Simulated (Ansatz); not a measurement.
# SiH4O2: up Jacob's ladder to CCSD(T)

The task here is to estimate one member of a computed series from the others.

The runs use Ansatz 0.2.0, Gaussian basis; functionals in def2-TZVPP, the program's frozen cores in correlated methods.

Levels to be run: LDA (SPW92), PBE-D4, revPBE-D4, BLYP-D4, r2SCAN-D4, B97M-V, PBE0-D4, B3LYP-D4, r2SCANh-D4, r2SCAN0-D4, HSE06-D4, BHLYP-D4, CAM-B3LYP-D4, LC-ωPBE, ωB97X-V, ωB97M-V, B2PLYP, PBE-QIDH; CCSD(T)/def2-SVP; CCSD(T)/def2-TZVPP; MP2/def2-QZVPP; extrapolation to the limit; RPA on PBE.

1 further run of the same task is left out (it didn't finish).

## Structure used throughout

An earlier PBE0-D4 in a triple-zeta def2 set relaxation fixed the geometry.

SMILES `O[SiH2]O`, 7 atoms, charge 0, spin multiplicity 1.

Atoms are counted from 1 here; the program's logs count them from 0.

Bond lengths: O1–Si2 1.642 Å, O1–H4 0.958 Å, Si2–O3 1.642 Å, Si2–H5 1.481 Å, Si2–H6 1.481 Å, O3–H7 0.958 Å. Angles: Si2–O1–H4 117.7°, O1–Si2–O3 113.5°, O1–Si2–H5 111.5°, O1–Si2–H6 103.9°, O3–Si2–H5 103.8°, O3–Si2–H6 111.5°, H5–Si2–H6 112.9°, Si2–O3–H7 117.7°.

Set-up of the first run:

Input file in.yaml:

```yaml
crystal:
  periodic: [false, false, false]
  atoms:
    - {symbol: O, position_ang: [-1.411040, -0.128767, 0.264678]}
    - {symbol: Si, position_ang: [0.120176, 0.407969, 0.014363]}
    - {symbol: O, position_ang: [1.187966, -0.792714, -0.322380]}
    - {symbol: H, position_ang: [-1.873391, -0.520616, -0.477713]}
    - {symbol: H, position_ang: [0.197262, 1.293271, -1.170526]}
    - {symbol: H, position_ang: [0.464347, 1.101869, 1.276811]}
    - {symbol: H, position_ang: [1.375979, -1.429113, 0.369068]}
basis:
  gaussian: {orbitals: def2-TZVPP}
hamiltonian: {xc: lda}
output: {orbitals: {seedname: orbitals}}
```

Launch:

```console
> ansatz run in.yaml --threads 4 --pin off --events-out ev --progress --plain --max-ram 10444MiB
```

Steps of the session up to this table: LDA; PBE-D4 (GGA); revPBE-D4 (GGA); BLYP-D4 (GGA); r2SCAN-D4 (meta-GGA); B97M-V (meta-GGA); PBE0-D4 (hybrid); B3LYP-D4 (hybrid); r2SCANh-D4 (hybrid); r2SCAN0-D4 (hybrid); HSE06-D4 (hybrid); BHLYP-D4 (hybrid); CAM-B3LYP-D4 (range-separated); LC-ωPBE (range-separated); ωB97X-V (range-separated); ωB97M-V (range-separated); B2PLYP (double hybrid); PBE-QIDH (double hybrid).

One of the session's tables, all rows but one given; the rest of the session is left out.

It belongs to the step «Orbital energies across the functionals». 

```
  functional  HOMO (eV)  LUMO (eV)  gap (eV)
 LDA (SPW92)      -7.45      -0.55      6.90
      PBE-D4      -7.37      -0.37      7.01
   revPBE-D4      -7.33      -0.29      7.04
     BLYP-D4      -7.30      -0.38      6.93
   r2SCAN-D4      -7.74       0.24      7.98
      B97M-V      -7.84      -0.15      7.69
     PBE0-D4      -8.89       0.50      9.39
    B3LYP-D4      -8.69       0.16      8.85
  r2SCANh-D4      -8.31       0.51      8.81
  r2SCAN0-D4      -9.13       0.89     10.02
    HSE06-D4      -8.48       0.13      8.61
    BHLYP-D4     -10.34       1.18     11.51
CAM-B3LYP-D4     -10.35       1.31     11.66
     LC-ωPBE          ?          ?         ?
     ωB97X-V     -11.37       2.44     13.81
     ωB97M-V     -11.20       2.01     13.21
```

Estimate the missing values for LC-ωPBE.

As computed: HOMO (eV): -11.71; LUMO (eV): 2.62; gap (eV): 14.33. In the column «HOMO (eV)» it is the lowest.
